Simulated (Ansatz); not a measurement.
Predict the output of the script below (Ansatz 0.2.0, Python API).

The script, `run_scan.py`:
```python
import ansatz as az
import numpy as np

GEOMETRY = """
P     1.70590    0.56890    0.36490
B     0.26370   -0.60570   -0.18350
P    -1.39020    0.11670    0.38790
H     2.70590   -0.12800   -0.42560
H     1.43420    1.55280   -0.66910
H     0.26100   -0.71100   -1.37010
H     0.41770   -1.67910    0.30900
H    -2.43640   -0.73240   -0.01920
H    -1.56810    1.39000   -0.18550
H    -1.39370    0.22770    1.79120
"""

bh7p2 = az.Crystal.molecule()
for line in GEOMETRY.strip().splitlines():
    symbol, *xyz = line.split()
    bh7p2 = bh7p2.atom(symbol, [float(v) for v in xyz])

symbols = [site.symbol for site in bh7p2.cartesian_sites]
start = np.array([site.position_ang for site in bh7p2.cartesian_sites])
axis = (start[2] - start[1]) / np.linalg.norm(start[2] - start[1])
moving = [2, 7, 8, 9]
lengths, energies = [1.61, 1.74, 1.89, 2.08, 2.37, 2.84, 3.41, 4.16], []
for length in lengths:
    xyz = start.copy()
    xyz[moving] += (length - np.linalg.norm(start[2] - start[1])) * axis
    point = az.Crystal.molecule()
    for symbol, place in zip(symbols, xyz):
        point = point.atom(symbol, place.tolist())
    calc = point.calculation().basis(gaussian="def2-SVP").functional("b3lyp").spin("collinear")
    rep = calc.run(threads=1).report
    energies.append(rep["free_energy_ev"])
    print(f"r = {length:6.3f} A  E = {energies[-1]:.5f} eV  <S^2> = {abs(rep['mean_field']['state']['spin_squared']):.3f}")

print("energy above the lowest point (eV):", [round(e - min(energies), 3) for e in energies])
```

```console
$ python run_scan.py
r =  1.610 A  E = -19360.74905 eV  <S^2> = 0.000
r =  1.740 A  E = -19361.58530 eV  <S^2> = 0.000
r =  1.890 A  E = -19361.89415 eV  <S^2> = 0.000
r =  2.080 A  E = -19361.80980 eV  <S^2> = 0.000
r =  2.370 A  E = -19361.36571 eV  <S^2> = 0.000
r =  2.840 A  E = -19360.69094 eV  <S^2> = 0.000
r =  3.410 A  E = -19360.21151 eV  <S^2> = 0.000
r =  4.160 A  E = -19359.94226 eV  <S^2> = 0.000
energy above the lowest point (eV): [1.145, 0.309, 0.0, 0.084, 0.528, 1.203, 1.683, 1.952]
```

Caveats:
- Total energies depend on the basis set; only differences at equal settings carry meaning.
- The rest of the molecule is held rigid at a force-field or estimated start geometry, and the basis set is modest; single-reference methods fail as a bond breaks.
- b3lyp holds the VWN-RPA fit, as in Gaussian; the form of ORCA and Turbomole is b3lyp5.
- Run time: 34 s on 1 thread of Arm Neoverse V1, with other jobs on the host, peak memory 0.28 GiB.
